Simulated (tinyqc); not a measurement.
Inside a calculation (part 1 of 2). Method: UHF in the sto-3g basis, for CH3+, spin multiplicity 1. Computed by tinyqc, a small Python program that keeps every step (integrals from PySCF). Settings: charge = 1, multiplicity = 1, basis = sto-3g, energy threshold = 1e-09, iteration cap = 80, orthogonalisation = symmetric, start = Wolfsberg-Helmholz matrix, DIIS depth = 0, method = UHF, break = 0.4. Command: `OMP_NUM_THREADS=1 python tinyqc.py 30726 30727 out.jsonl` (the two numbers bound the seeds that draw the settings). One thread of a shared host (Intel(R) Xeon(R) Processor @ 2.60GHz), about 0.2 s of CPU time with the checks. Later iterations appear only in the table of the cycle.

## One-electron integrals

Geometry (angstrom):
```
atom,x,y,z
C,0.0000,0.0000,0.0690
H,1.0290,0.0000,0.0000
H,-0.5150,0.8910,0.0000
H,-0.5150,-0.8910,0.0000
```

Basis sto-3g: exponents (1/bohr^2) and contraction coefficients of normalised primitives:
```
element,l (shell),exponent,coefficient
C,s (1),71.6168,0.1543
C,s (1),13.0451,0.5353
C,s (1),3.5305,0.4446
C,s (2),2.9412,-0.1000
C,s (2),0.6835,0.3995
C,s (2),0.2223,0.7001
C,p (3),2.9412,0.1559
C,p (3),0.6835,0.6077
C,p (3),0.2223,0.3920
H,s (1),3.4253,0.1543
H,s (1),0.6239,0.5353
H,s (1),0.1689,0.4446
```

Overlap, kinetic and nuclear-attraction integrals over the contracted functions; the nuclear repulsion is the sum of Za Zb / Rab.

nuclear repulsion = 10.125892 hartree

overlap S, lower triangle:
```
,1C 1s,1C 2s,1C 2px,1C 2py,1C 2pz,2H 1s,3H 1s,4H 1s
1C 1s,1.0000
1C 2s,0.2484,1.0000
1C 2px,0.0000,0.0000,1.0000
1C 2py,0.0000,0.0000,0.0000,1.0000
1C 2pz,0.0000,0.0000,0.0000,0.0000,1.0000
2H 1s,0.0714,0.5250,0.4855,0.0000,-0.0326,1.0000
3H 1s,0.0714,0.5249,-0.2429,0.4203,-0.0325,0.1686,1.0000
4H 1s,0.0714,0.5249,-0.2429,-0.4203,-0.0325,0.1686,0.1687,1.0000
```

kinetic energy T (hartree), lower triangle:
```
,1C 1s,1C 2s,1C 2px,1C 2py,1C 2pz,2H 1s,3H 1s,4H 1s
1C 1s,15.8911
1C 2s,-0.0859,0.4722
1C 2px,0.0000,0.0000,1.4777
1C 2py,0.0000,0.0000,0.0000,1.4777
1C 2pz,0.0000,0.0000,0.0000,0.0000,1.4777
2H 1s,-0.0077,0.1271,0.2978,0.0000,-0.0200,0.7600
3H 1s,-0.0077,0.1270,-0.1490,0.2577,-0.0200,-0.0057,0.7600
4H 1s,-0.0077,0.1270,-0.1490,-0.2577,-0.0200,-0.0057,-0.0056,0.7600
```

nuclear attraction V (hartree), lower triangle:
```
,1C 1s,1C 2s,1C 2px,1C 2py,1C 2pz,2H 1s,3H 1s,4H 1s
1C 1s,-35.1919
1C 2s,-4.5745,-6.6728
1C 2px,0.0000,0.0001,-6.7009
1C 2py,0.0000,0.0000,0.0000,-6.7006
1C 2pz,0.0038,0.0375,0.0000,0.0000,-6.4926
2H 1s,-1.3433,-3.0286,-2.6018,0.0000,0.1843,-4.8147
3H 1s,-1.3429,-3.0281,1.3019,-2.2524,0.1842,-0.9009,-4.8144
4H 1s,-1.3429,-3.0281,1.3019,2.2524,0.1842,-0.9009,-0.9016,-4.8144
```

core Hamiltonian H = T + V (hartree), lower triangle:
```
,1C 1s,1C 2s,1C 2px,1C 2py,1C 2pz,2H 1s,3H 1s,4H 1s
1C 1s,-19.3008
1C 2s,-4.6604,-6.2006
1C 2px,0.0000,0.0001,-5.2232
1C 2py,0.0000,0.0000,0.0000,-5.2229
1C 2pz,0.0038,0.0375,0.0000,0.0000,-5.0149
2H 1s,-1.3510,-2.9015,-2.3041,0.0000,0.1643,-4.0546
3H 1s,-1.3506,-2.9011,1.1530,-1.9946,0.1643,-0.9065,-4.0544
4H 1s,-1.3506,-2.9011,1.1530,1.9946,0.1643,-0.9065,-0.9072,-4.0544
```

## Two-electron integrals

Functions are numbered as in S; the eight-fold symmetry (ij|kl) = (ji|kl) = (kl|ij) leaves the list below.

Two-electron integrals (ij|kl) in chemists' order, unique and non-zero (hartree):
```
i,j,k,l,(ij|kl)
1,1,1,1,3.5419
2,1,1,1,0.5769
2,1,2,1,0.1119
2,2,1,1,0.8547
2,2,2,1,0.2053
2,2,2,2,0.6247
3,1,3,1,0.0203
3,2,3,1,0.0309
3,2,3,2,0.1380
3,3,1,1,0.8524
3,3,2,1,0.2053
3,3,2,2,0.6246
3,3,3,3,0.6728
4,1,4,1,0.0203
4,2,4,1,0.0309
4,2,4,2,0.1380
4,3,4,3,0.0363
4,4,1,1,0.8524
4,4,2,1,0.2053
4,4,2,2,0.6246
4,4,3,3,0.6003
4,4,4,4,0.6728
5,1,5,1,0.0203
5,2,5,1,0.0309
5,2,5,2,0.1380
5,3,5,3,0.0363
5,4,5,4,0.0363
5,5,1,1,0.8524
5,5,2,1,0.2053
5,5,2,2,0.6246
5,5,3,3,0.6003
5,5,4,4,0.6003
5,5,5,5,0.6728
6,1,1,1,0.1677
6,1,2,1,0.0323
6,1,2,2,0.0590
6,1,3,1,0.0020
6,1,3,2,0.0037
6,1,3,3,0.0594
6,1,4,4,0.0588
6,1,5,1,-1.33e-04
6,1,5,2,-2.45e-04
6,1,5,3,-4.14e-05
6,1,5,5,0.0588
6,1,6,1,0.0095
6,2,1,1,0.3639
6,2,2,1,0.0884
6,2,2,2,0.2915
6,2,3,1,0.0084
6,2,3,2,0.0552
6,2,3,3,0.3044
6,2,4,4,0.2849
6,2,5,1,-0.0006
6,2,5,2,-0.0037
6,2,5,3,-0.0013
6,2,5,5,0.2850
6,2,6,1,0.0265
6,2,6,2,0.1717
6,3,1,1,0.2949
6,3,2,1,0.0726
6,3,2,2,0.2540
6,3,3,1,0.0155
6,3,3,2,0.0934
6,3,3,3,0.2794
6,3,4,4,0.2411
6,3,5,1,-4.06e-04
6,3,5,2,-0.0030
6,3,5,3,-0.0018
6,3,5,5,0.2411
6,3,6,1,0.0229
6,3,6,2,0.1780
6,3,6,3,0.2036
6,4,4,1,0.0095
6,4,4,2,0.0483
6,4,4,3,0.0111
6,4,5,4,-0.0007
6,4,6,4,0.0224
6,5,1,1,-0.0198
6,5,2,1,-0.0049
6,5,2,2,-0.0170
6,5,3,1,-4.06e-04
6,5,3,2,-0.0030
6,5,3,3,-0.0172
6,5,4,4,-0.0162
6,5,5,1,0.0095
6,5,5,2,0.0485
6,5,5,3,0.0112
6,5,5,5,-0.0177
6,5,6,1,-0.0015
6,5,6,2,-0.0119
6,5,6,3,-0.0122
6,5,6,5,0.0232
6,6,1,1,0.4982
6,6,2,1,0.1231
6,6,2,2,0.4576
6,6,3,1,0.0157
6,6,3,2,0.1347
6,6,3,3,0.5056
6,6,4,4,0.4332
6,6,5,1,-0.0011
6,6,5,2,-0.0090
6,6,5,3,-0.0049
6,6,5,5,0.4336
6,6,6,1,0.0376
6,6,6,2,0.3291
6,6,6,3,0.3785
6,6,6,5,-0.0254
6,6,6,6,0.7746
7,1,1,1,0.1676
7,1,2,1,0.0323
7,1,2,2,0.0590
7,1,3,1,-0.0010
7,1,3,2,-0.0018
7,1,3,3,0.0589
7,1,4,1,0.0017
7,1,4,2,0.0032
7,1,4,3,-2.67e-04
7,1,4,4,0.0592
7,1,5,1,-1.33e-04
7,1,5,2,-2.45e-04
7,1,5,3,2.07e-05
7,1,5,4,-3.58e-05
7,1,5,5,0.0588
7,1,6,1,0.0092
7,1,6,2,0.0249
7,1,6,3,0.0199
7,1,6,4,0.0009
7,1,6,5,-0.0014
7,1,6,6,0.0344
7,1,7,1,0.0095
7,2,1,1,0.3638
7,2,2,1,0.0884
7,2,2,2,0.2915
7,2,3,1,-0.0042
7,2,3,2,-0.0276
7,2,3,3,0.2898
7,2,4,1,0.0072
7,2,4,2,0.0478
7,2,4,3,-0.0084
7,2,4,4,0.2995
7,2,5,1,-0.0006
7,2,5,2,-0.0037
7,2,5,3,0.0007
7,2,5,4,-0.0011
7,2,5,5,0.2850
7,2,6,1,0.0249
7,2,6,2,0.1267
7,2,6,3,0.1019
7,2,6,4,0.0149
7,2,6,5,-0.0086
7,2,6,6,0.1930
7,2,7,1,0.0265
7,2,7,2,0.1716
7,3,1,1,-0.1475
7,3,2,1,-0.0363
7,3,2,2,-0.1271
7,3,3,1,0.0110
7,3,3,2,0.0596
7,3,3,3,-0.1338
7,3,4,1,-0.0026
7,3,4,2,-0.0195
7,3,4,3,0.0131
7,3,4,4,-0.1267
7,3,5,1,2.03e-04
7,3,5,2,0.0015
7,3,5,3,-0.0010
7,3,5,4,4.69e-04
7,3,5,5,-0.1207
7,3,6,1,-0.0092
7,3,6,2,-0.0381
7,3,6,3,-0.0161
7,3,6,4,-0.0034
7,3,6,5,0.0025
7,3,6,6,-0.0447
7,3,7,1,-0.0115
7,3,7,2,-0.0890
7,3,7,3,0.0678
7,4,1,1,0.2552
7,4,2,1,0.0629
7,4,2,2,0.2199
7,4,3,1,-0.0026
7,4,3,2,-0.0195
7,4,3,3,0.2122
7,4,4,1,0.0140
7,4,4,2,0.0821
7,4,4,3,-0.0116
7,4,4,4,0.2384
7,4,5,1,-3.51e-04
7,4,5,2,-0.0026
7,4,5,3,4.69e-04
7,4,5,4,-0.0016
7,4,5,5,0.2088
7,4,6,1,0.0177
7,4,6,2,0.0956
7,4,6,3,0.0762
7,4,6,4,0.0260
7,4,6,5,-0.0063
7,4,6,6,0.1456
7,4,7,1,0.0198
7,4,7,2,0.1540
7,4,7,3,-0.0785
7,4,7,4,0.1582
7,5,1,1,-0.0198
7,5,2,1,-0.0049
7,5,2,2,-0.0170
7,5,3,1,2.03e-04
7,5,3,2,0.0015
7,5,3,3,-0.0164
7,5,4,1,-3.51e-04
7,5,4,2,-0.0026
7,5,4,3,4.69e-04
7,5,4,4,-0.0170
7,5,5,1,0.0095
7,5,5,2,0.0485
7,5,5,3,-0.0056
7,5,5,4,0.0097
7,5,5,5,-0.0177
7,5,6,1,-0.0014
7,5,6,2,-0.0086
7,5,6,3,-0.0067
7,5,6,4,-0.0010
7,5,6,5,0.0161
7,5,6,6,-0.0139
7,5,7,1,-0.0015
7,5,7,2,-0.0119
7,5,7,3,0.0061
7,5,7,4,-0.0105
7,5,7,5,0.0232
7,6,1,1,0.1069
7,6,2,1,0.0260
7,6,2,2,0.0882
7,6,3,1,0.0010
7,6,3,2,0.0071
7,6,3,3,0.0890
7,6,4,1,0.0018
7,6,4,2,0.0124
7,6,4,3,4.25e-04
7,6,4,4,0.0894
7,6,5,1,-2.77e-04
7,6,5,2,-0.0019
7,6,5,3,-2.49e-04
7,6,5,4,-4.32e-04
7,6,5,5,0.0860
7,6,6,1,0.0076
7,6,6,2,0.0467
7,6,6,3,0.0447
7,6,6,4,0.0049
7,6,6,5,-0.0036
7,6,6,6,0.0836
7,6,7,1,0.0076
7,6,7,2,0.0467
7,6,7,3,-0.0181
7,6,7,4,0.0412
7,6,7,5,-0.0036
7,6,7,6,0.0152
7,7,1,1,0.4981
7,7,2,1,0.1231
7,7,2,2,0.4576
7,7,3,1,-0.0079
7,7,3,2,-0.0674
7,7,3,3,0.4513
7,7,4,1,0.0136
7,7,4,2,0.1166
7,7,4,3,-0.0313
7,7,4,4,0.4874
7,7,5,1,-0.0011
7,7,5,2,-0.0090
7,7,5,3,0.0024
7,7,5,4,-0.0042
7,7,5,5,0.4335
7,7,6,1,0.0344
7,7,6,2,0.1930
7,7,6,3,0.1484
7,7,6,4,0.0342
7,7,6,5,-0.0139
7,7,6,6,0.2946
7,7,7,1,0.0376
7,7,7,2,0.3290
7,7,7,3,-0.1894
7,7,7,4,0.3277
7,7,7,5,-0.0254
7,7,7,6,0.0836
7,7,7,7,0.7746
8,1,1,1,0.1676
8,1,2,1,0.0323
8,1,2,2,0.0590
8,1,3,1,-0.0010
8,1,3,2,-0.0018
8,1,3,3,0.0589
8,1,4,1,-0.0017
8,1,4,2,-0.0032
8,1,4,3,2.67e-04
8,1,4,4,0.0592
8,1,5,1,-1.33e-04
8,1,5,2,-2.45e-04
8,1,5,3,2.07e-05
8,1,5,4,3.58e-05
8,1,5,5,0.0588
8,1,6,1,0.0092
8,1,6,2,0.0249
8,1,6,3,0.0199
8,1,6,4,-0.0009
8,1,6,5,-0.0014
8,1,6,6,0.0344
8,1,7,1,0.0092
8,1,7,2,0.0249
8,1,7,3,-0.0108
8,1,7,4,0.0168
8,1,7,5,-0.0014
8,1,7,6,0.0072
8,1,7,7,0.0344
8,1,8,1,0.0095
8,2,1,1,0.3638
8,2,2,1,0.0884
8,2,2,2,0.2915
8,2,3,1,-0.0042
8,2,3,2,-0.0276
8,2,3,3,0.2898
8,2,4,1,-0.0072
8,2,4,2,-0.0478
8,2,4,3,0.0084
8,2,4,4,0.2995
8,2,5,1,-0.0006
8,2,5,2,-0.0037
8,2,5,3,0.0007
8,2,5,4,0.0011
8,2,5,5,0.2850
8,2,6,1,0.0249
8,2,6,2,0.1267
8,2,6,3,0.1019
8,2,6,4,-0.0149
8,2,6,5,-0.0086
8,2,6,6,0.1930
8,2,7,1,0.0249
8,2,7,2,0.1267
8,2,7,3,-0.0639
8,2,7,4,0.0807
8,2,7,5,-0.0086
8,2,7,6,0.0365
8,2,7,7,0.1931
8,2,8,1,0.0265
8,2,8,2,0.1716
8,3,1,1,-0.1475
8,3,2,1,-0.0363
8,3,2,2,-0.1271
8,3,3,1,0.0110
8,3,3,2,0.0596
8,3,3,3,-0.1338
8,3,4,1,0.0026
8,3,4,2,0.0195
8,3,4,3,-0.0131
8,3,4,4,-0.1267
8,3,5,1,2.03e-04
8,3,5,2,0.0015
8,3,5,3,-0.0010
8,3,5,4,-4.69e-04
8,3,5,5,-0.1207
8,3,6,1,-0.0092
8,3,6,2,-0.0381
8,3,6,3,-0.0161
8,3,6,4,0.0034
8,3,6,5,0.0025
8,3,6,6,-0.0447
8,3,7,1,-0.0108
8,3,7,2,-0.0639
8,3,7,3,0.0471
8,3,7,4,-0.0398
8,3,7,5,0.0042
8,3,7,6,-0.0140
8,3,7,7,-0.1040
8,3,8,1,-0.0115
8,3,8,2,-0.0890
8,3,8,3,0.0678
8,4,1,1,-0.2552
8,4,2,1,-0.0629
8,4,2,2,-0.2199
8,4,3,1,0.0026
8,4,3,2,0.0195
8,4,3,3,-0.2122
8,4,4,1,0.0140
8,4,4,2,0.0821
8,4,4,3,-0.0116
8,4,4,4,-0.2384
8,4,5,1,3.51e-04
8,4,5,2,0.0026
8,4,5,3,-4.69e-04
8,4,5,4,-0.0016
8,4,5,5,-0.2088
8,4,6,1,-0.0177
8,4,6,2,-0.0956
8,4,6,3,-0.0762
8,4,6,4,0.0260
8,4,6,5,0.0063
8,4,6,6,-0.1456
8,4,7,1,-0.0168
8,4,7,2,-0.0807
8,4,7,3,0.0398
8,4,7,4,-0.0371
8,4,7,5,0.0053
8,4,7,6,-0.0241
8,4,7,7,-0.1114
8,4,8,1,-0.0198
8,4,8,2,-0.1540
8,4,8,3,0.0785
8,4,8,4,0.1582
8,5,1,1,-0.0198
8,5,2,1,-0.0049
8,5,2,2,-0.0170
8,5,3,1,2.03e-04
8,5,3,2,0.0015
8,5,3,3,-0.0164
8,5,4,1,3.51e-04
8,5,4,2,0.0026
8,5,4,3,-4.69e-04
8,5,4,4,-0.0170
8,5,5,1,0.0095
8,5,5,2,0.0485
8,5,5,3,-0.0056
8,5,5,4,-0.0097
8,5,5,5,-0.0177
8,5,6,1,-0.0014
8,5,6,2,-0.0086
8,5,6,3,-0.0067
8,5,6,4,0.0010
8,5,6,5,0.0161
8,5,6,6,-0.0139
8,5,7,1,-0.0014
8,5,7,2,-0.0086
8,5,7,3,0.0042
8,5,7,4,-0.0053
8,5,7,5,0.0161
8,5,7,6,-0.0027
8,5,7,7,-0.0139
8,5,8,1,-0.0015
8,5,8,2,-0.0119
8,5,8,3,0.0061
8,5,8,4,0.0105
8,5,8,5,0.0232
8,6,1,1,0.1069
8,6,2,1,0.0260
8,6,2,2,0.0882
8,6,3,1,0.0010
8,6,3,2,0.0071
8,6,3,3,0.0890
8,6,4,1,-0.0018
8,6,4,2,-0.0124
8,6,4,3,-4.25e-04
8,6,4,4,0.0894
8,6,5,1,-2.77e-04
8,6,5,2,-0.0019
8,6,5,3,-2.49e-04
8,6,5,4,4.32e-04
8,6,5,5,0.0860
8,6,6,1,0.0076
8,6,6,2,0.0467
8,6,6,3,0.0447
8,6,6,4,-0.0049
8,6,6,5,-0.0036
8,6,6,6,0.0836
8,6,7,1,0.0072
8,6,7,2,0.0365
8,6,7,3,-0.0140
8,6,7,4,0.0241
8,6,7,5,-0.0027
8,6,7,6,0.0124
8,6,7,7,0.0547
8,6,8,1,0.0076
8,6,8,2,0.0467
8,6,8,3,-0.0181
8,6,8,4,-0.0412
8,6,8,5,-0.0036
8,6,8,6,0.0152
8,7,1,1,0.1070
8,7,2,1,0.0260
8,7,2,2,0.0882
8,7,3,1,-0.0021
8,7,3,2,-0.0143
8,7,3,3,0.0898
8,7,4,4,0.0888
8,7,5,1,-2.78e-04
8,7,5,2,-0.0019
8,7,5,3,4.99e-04
8,7,5,5,0.0861
8,7,6,1,0.0072
8,7,6,2,0.0366
8,7,6,3,0.0279
8,7,6,5,-0.0027
8,7,6,6,0.0547
8,7,7,1,0.0076
8,7,7,2,0.0468
8,7,7,3,-0.0267
8,7,7,4,0.0362
8,7,7,5,-0.0036
8,7,7,6,0.0124
8,7,7,7,0.0837
8,7,8,1,0.0076
8,7,8,2,0.0468
8,7,8,3,-0.0267
8,7,8,4,-0.0362
8,7,8,5,-0.0036
8,7,8,6,0.0124
8,7,8,7,0.0153
8,8,1,1,0.4981
8,8,2,1,0.1231
8,8,2,2,0.4576
8,8,3,1,-0.0079
8,8,3,2,-0.0674
8,8,3,3,0.4513
8,8,4,1,-0.0136
8,8,4,2,-0.1166
8,8,4,3,0.0313
8,8,4,4,0.4874
8,8,5,1,-0.0011
8,8,5,2,-0.0090
8,8,5,3,0.0024
8,8,5,4,0.0042
8,8,5,5,0.4335
8,8,6,1,0.0344
8,8,6,2,0.1930
8,8,6,3,0.1484
8,8,6,4,-0.0342
8,8,6,5,-0.0139
8,8,6,6,0.2946
8,8,7,1,0.0344
8,8,7,2,0.1931
8,8,7,3,-0.1040
8,8,7,4,0.1114
8,8,7,5,-0.0139
8,8,7,6,0.0547
8,8,7,7,0.2947
8,8,8,1,0.0376
8,8,8,2,0.3290
8,8,8,3,-0.1894
8,8,8,4,-0.3277
8,8,8,5,-0.0254
8,8,8,6,0.0836
8,8,8,7,0.0837
8,8,8,8,0.7746
```

## Orthogonalisation

S = U s U^T; symmetric (Loewdin) form X = U s^(-1/2) U^T, so that X^T S X = 1.

eigenvalues of S: 0.2254  0.3151  0.3153  0.9556  1.0050  1.5159  1.5164  2.1513

X, lower triangle:
```
,1C 1s,1C 2s,1C 2px,1C 2py,1C 2pz,2H 1s,3H 1s,4H 1s
1C 1s,1.0286
1C 2s,-0.1716,1.5313
1C 2px,0.0000,-0.0001,1.2288
1C 2py,0.0000,0.0000,0.0000,1.2285
1C 2pz,0.0026,-0.0308,0.0000,0.0000,1.0019
2H 1s,0.0262,-0.3903,-0.3918,0.0000,0.0238,1.3255
3H 1s,0.0262,-0.3902,0.1960,-0.3391,0.0238,-0.0393,1.3254
4H 1s,0.0262,-0.3902,0.1960,0.3391,0.0238,-0.0393,-0.0392,1.3254
```

## Starting guess

The start is the generalised Wolfsberg-Helmholz matrix (K = 1.75) built on H, with HOMO and LUMO mixed by +/-0.4 rad for the two spins; D(s) = C_occ C_occ^T for each spin.

D(alpha) at the start, lower triangle:
```
,1C 1s,1C 2s,1C 2px,1C 2py,1C 2pz,2H 1s,3H 1s,4H 1s
1C 1s,1.0213
1C 2s,-0.0566,0.3279
1C 2px,0.0000,0.0000,0.4970
1C 2py,-0.0042,0.0138,0.0000,0.4218
1C 2pz,0.0026,-0.0075,0.0000,0.2526,0.1520
2H 1s,-0.0766,0.1428,0.2433,0.0003,-0.0068,0.1840
3H 1s,-0.0784,0.1486,-0.1217,0.1791,0.1002,0.0055,0.1707
4H 1s,-0.0748,0.1369,-0.1217,-0.1785,-0.1139,0.0052,0.0189,0.1702
```

D(beta) at the start, lower triangle:
```
,1C 1s,1C 2s,1C 2px,1C 2py,1C 2pz,2H 1s,3H 1s,4H 1s
1C 1s,1.0213
1C 2s,-0.0566,0.3279
1C 2px,0.0000,0.0000,0.4970
1C 2py,0.0042,-0.0138,0.0000,0.4218
1C 2pz,0.0026,-0.0075,0.0000,-0.2526,0.1520
2H 1s,-0.0766,0.1428,0.2433,-0.0003,-0.0068,0.1840
3H 1s,-0.0748,0.1369,-0.1217,0.1785,-0.1139,0.0052,0.1702
4H 1s,-0.0784,0.1486,-0.1217,-0.1791,0.1002,0.0055,0.0189,0.1707
```

## Iteration 1: building the Fock matrix

J_ij = sum D_kl (ij|kl) with D = D(alpha) + D(beta), K_ij = sum D_kl (ik|jl) for each spin; F = H + J - K(s); E = tr D H + tr D J / 2 - 0.5 sum_s tr D(s) K(s) + E_nn.

Coulomb J (hartree), lower triangle:
```
,1C 1s,1C 2s,1C 2px,1C 2py,1C 2pz,2H 1s,3H 1s,4H 1s
1C 1s,11.2924
1C 2s,2.1778,5.0693
1C 2px,0.0010,0.0078,5.1239
1C 2py,0.0000,0.0000,0.0000,5.1041
1C 2pz,-0.0046,-0.0318,-0.0002,0.0000,4.9637
2H 1s,0.6302,2.3689,2.0738,0.0000,-0.1472,3.7810
3H 1s,0.6297,2.3576,-1.0282,1.7784,-0.1464,0.7132,3.7423
4H 1s,0.6297,2.3576,-1.0282,-1.7784,-0.1464,0.7132,0.7123,3.7423
```

exchange K(alpha) (hartree), lower triangle:
```
,1C 1s,1C 2s,1C 2px,1C 2py,1C 2pz,2H 1s,3H 1s,4H 1s
1C 1s,3.5693
1C 2s,0.6305,0.8249
1C 2px,0.0002,0.0025,0.7452
1C 2py,-0.0006,0.0120,-0.0003,0.6636
1C 2pz,0.0003,-0.0293,-0.0001,0.2075,0.2642
2H 1s,0.1857,0.4665,0.4157,0.0000,-0.0267,0.6064
3H 1s,0.1844,0.4615,-0.2042,0.3188,0.0667,0.1513,0.5674
4H 1s,0.1854,0.4546,-0.2037,-0.3180,-0.1193,0.1526,0.1656,0.5719
```

exchange K(beta) (hartree), lower triangle:
```
,1C 1s,1C 2s,1C 2px,1C 2py,1C 2pz,2H 1s,3H 1s,4H 1s
1C 1s,3.5693
1C 2s,0.6305,0.8249
1C 2px,0.0002,0.0025,0.7452
1C 2py,0.0006,-0.0120,0.0003,0.6636
1C 2pz,0.0003,-0.0293,-0.0001,-0.2075,0.2642
2H 1s,0.1857,0.4665,0.4157,0.0000,-0.0267,0.6064
3H 1s,0.1854,0.4546,-0.2037,0.3180,-0.1193,0.1526,0.5719
4H 1s,0.1844,0.4615,-0.2042,-0.3188,0.0667,0.1513,0.1656,0.5674
```

F(alpha) (hartree), lower triangle:
```
,1C 1s,1C 2s,1C 2px,1C 2py,1C 2pz,2H 1s,3H 1s,4H 1s
1C 1s,-11.5777
1C 2s,-3.1131,-1.9561
1C 2px,0.0008,0.0055,-0.8445
1C 2py,0.0006,-0.0120,0.0003,-0.7824
1C 2pz,-0.0010,0.0350,-0.0001,-0.2075,-0.3154
2H 1s,-0.9066,-0.9991,-0.6460,0.0000,0.0438,-0.8799
3H 1s,-0.9054,-1.0049,0.3290,-0.5351,-0.0488,-0.3447,-0.8795
4H 1s,-0.9063,-0.9980,0.3286,0.5342,0.1372,-0.3459,-0.3605,-0.8840
```

F(beta) (hartree), lower triangle:
```
,1C 1s,1C 2s,1C 2px,1C 2py,1C 2pz,2H 1s,3H 1s,4H 1s
1C 1s,-11.5777
1C 2s,-3.1131,-1.9561
1C 2px,0.0008,0.0055,-0.8445
1C 2py,-0.0006,0.0120,-0.0003,-0.7824
1C 2pz,-0.0010,0.0350,-0.0001,0.2075,-0.3154
2H 1s,-0.9066,-0.9991,-0.6460,0.0000,0.0438,-0.8799
3H 1s,-0.9063,-0.9980,0.3286,-0.5342,0.1372,-0.3459,-0.8840
4H 1s,-0.9054,-1.0049,0.3290,0.5351,-0.0488,-0.3447,-0.3605,-0.8795
```

total energy of this density = -38.654843 hartree

## Iteration 1: diagonalisation and new density

Diagonalise F' = X^T F X, C = X C', fill 4 alpha and 4 beta electrons from the bottom; D(s) = C_occ C_occ^T. Each column has its largest component positive (the first on a tie).

F' = X^T F X (alpha) (hartree), lower triangle:
```
,1,2,3,4,5,6,7,8
1,-11.3318
2,-1.6071,-0.7914
3,0.0004,0.0058,-0.4609
4,0.0020,-0.0120,-0.0001,-0.4097
5,-0.0002,-0.0070,0.0000,-0.1918,-0.3125
6,-0.1509,-0.4939,-0.5431,-0.0003,0.0299,-0.2421
7,-0.1495,-0.4888,0.2733,-0.4535,-0.0265,-0.0907,-0.2548
8,-0.1506,-0.4869,0.2722,0.4508,0.0865,-0.0904,-0.0960,-0.2592
```

orbital energies (alpha) (hartree): MO1 -11.5846, MO2 -1.2916, MO3 -0.9952, MO4 -0.9926, MO5 -0.2617, MO6 0.3164, MO7 0.3712, MO8 0.3757

coefficients C (alpha):
```
,MO1,MO2,MO3,MO4,MO5,MO6,MO7,MO8
1C 1s,0.9923,-0.2302,-0.0030,-0.0053,-0.0198,-0.2239,-0.0176,0.0347
1C 2s,0.0366,0.6712,0.0145,0.0187,0.0951,1.5168,0.1250,-0.2337
1C 2px,-0.0002,-0.0134,-0.0329,0.6599,-0.0010,-0.1965,0.3831,-1.0575
1C 2py,0.0000,0.0066,0.6305,0.0307,-0.0750,-0.0327,1.0841,0.3983
1C 2pz,-0.0007,-0.0243,0.2809,0.0132,0.9507,-0.1161,-0.0961,-0.0143
2H 1s,-0.0076,0.1951,-0.0226,0.3898,-0.0245,-0.5935,-0.4421,1.1525
3H 1s,-0.0079,0.2048,0.3307,-0.1768,-0.2132,-0.8445,-0.7728,-0.7268
4H 1s,-0.0078,0.2065,-0.3201,-0.2093,0.1620,-0.9078,1.0111,-0.0692
```

F' = X^T F X (beta) (hartree), lower triangle:
```
,1,2,3,4,5,6,7,8
1,-11.3318
2,-1.6071,-0.7914
3,0.0004,0.0058,-0.4609
4,-0.0020,0.0120,0.0001,-0.4097
5,-0.0002,-0.0070,0.0000,0.1918,-0.3125
6,-0.1509,-0.4939,-0.5431,0.0003,0.0299,-0.2421
7,-0.1506,-0.4869,0.2722,-0.4508,0.0865,-0.0904,-0.2592
8,-0.1495,-0.4888,0.2733,0.4535,-0.0265,-0.0907,-0.0960,-0.2548
```

orbital energies (beta) (hartree): MO1 -11.5846, MO2 -1.2916, MO3 -0.9952, MO4 -0.9926, MO5 -0.2617, MO6 0.3164, MO7 0.3712, MO8 0.3757

coefficients C (beta):
```
,MO1,MO2,MO3,MO4,MO5,MO6,MO7,MO8
1C 1s,0.9923,-0.2302,0.0030,-0.0053,-0.0198,-0.2239,0.0176,0.0347
1C 2s,0.0366,0.6712,-0.0145,0.0187,0.0951,1.5168,-0.1250,-0.2337
1C 2px,-0.0002,-0.0134,0.0329,0.6599,-0.0010,-0.1965,-0.3831,-1.0575
1C 2py,0.0000,-0.0066,0.6305,-0.0307,0.0750,0.0327,1.0841,-0.3983
1C 2pz,-0.0007,-0.0243,-0.2809,0.0132,0.9507,-0.1161,0.0961,-0.0143
2H 1s,-0.0076,0.1951,0.0226,0.3898,-0.0245,-0.5935,0.4421,1.1525
3H 1s,-0.0078,0.2065,0.3201,-0.2093,0.1620,-0.9078,-1.0111,-0.0692
4H 1s,-0.0079,0.2048,-0.3307,-0.1768,-0.2132,-0.8445,0.7728,-0.7268
```

D(alpha) after iteration 1, lower triangle:
```
,1C 1s,1C 2s,1C 2px,1C 2py,1C 2pz,2H 1s,3H 1s,4H 1s
1C 1s,1.0376
1C 2s,-0.1183,0.4523
1C 2px,-0.0005,0.0029,0.4367
1C 2py,-0.0035,0.0142,-0.0006,0.3985
1C 2pz,0.0040,-0.0120,-0.0002,0.1773,0.0796
2H 1s,-0.0545,0.1376,0.2553,-0.0010,-0.0060,0.1906
3H 1s,-0.0550,0.1387,-0.1303,0.2044,0.0856,-0.0364,0.1826
4H 1s,-0.0532,0.1298,-0.1303,-0.2069,-0.0977,-0.0340,-0.0265,0.1889
```

D(beta) after iteration 1, lower triangle:
```
,1C 1s,1C 2s,1C 2px,1C 2py,1C 2pz,2H 1s,3H 1s,4H 1s
1C 1s,1.0376
1C 2s,-0.1183,0.4523
1C 2px,-0.0005,0.0029,0.4367
1C 2py,0.0035,-0.0142,0.0006,0.3985
1C 2pz,0.0040,-0.0120,-0.0002,-0.1773,0.0796
2H 1s,-0.0545,0.1376,0.2553,0.0010,-0.0060,0.1906
3H 1s,-0.0532,0.1298,-0.1303,0.2069,-0.0977,-0.0340,0.1889
4H 1s,-0.0550,0.1387,-0.1303,-0.2044,0.0856,-0.0364,-0.0265,0.1826
```
